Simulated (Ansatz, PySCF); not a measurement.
System (SMILES): C(=C)=O.
Geometry (B3LYP-D3(BJ)/def2-TZVP, fixed):
```xyz
5

C      0.0091     0.0017    -1.2056
C     -0.0008    -0.0001     0.1027
H      0.0282     0.9401    -1.7377
H     -0.0018    -0.9351    -1.7406
O     -0.0096    -0.0018     1.2620
```
Charge 0, spin multiplicity 1.

Near-linear dependence at HF/aug-cc-pVDZ with PySCF (spherical functions, density fitting): canonical orthogonalisation drops combinations whose overlap eigenvalue lies under the threshold. The set has 87 functions.

```
threshold  orbitals kept  energy minus last row (mEh)  SCF cycles
---------  -------------  ---------------------------  ----------
1e-3                  83                        0.657          11
1e-4                  86                        0.028          11
1e-5                  87                        0.000          11
1e-6                  87                        0.000          11
1e-7                  87                        0.000          11
1e-9                  87                        0.000          11
```

The smallest overlap eigenvalue is 8.2e-05. Ansatz (a first-principles code) at its default drops 0 functions.
